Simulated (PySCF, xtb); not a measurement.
CH₄, SMILES C.

GFN2-xTB in xtb at its own geometry gives an orbital gap of 17.35 eV and a dipole moment of 0.00 D.

Coordinates come from a PBE0-D3(BJ)/def2-TZVPD optimisation.

Task: What does ωB97X/def2-TZVPD (PySCF) give? (Estimate from the structure and the level; the computed values follow.)

Result: gap 15.84 eV (levels -13.58 and 2.26 eV), dipole 0.00 D.
